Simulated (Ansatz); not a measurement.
OS (triplet), relaxed with UKS PBE0-D4/def2-TZVP in Ansatz 0.2.0 from a GFN2-xTB geometry. The force threshold is 0.005 eV/Å; the program also tests the step.

The species carries charge 0 and has multiplicity 3.

Start:

```xyz
2

O    -0.499    0.300   -0.491
S     0.499   -0.300    0.491
```

Task: By how much does the energy fall, and how many steps does the optimiser take? (Best estimate.)

Result: Ansatz gave: 4.96 kJ/mol, in 4 steps.

Task: Which bonds change most? (Best estimate.)

Result: Computed: O1–S2 from 1.524 to 1.480 Å.

Task: Give the relaxed structure. (Estimate.)

Result: Computed: 
```xyz
2

O    -0.485    0.291   -0.477
S     0.485   -0.291    0.477
```
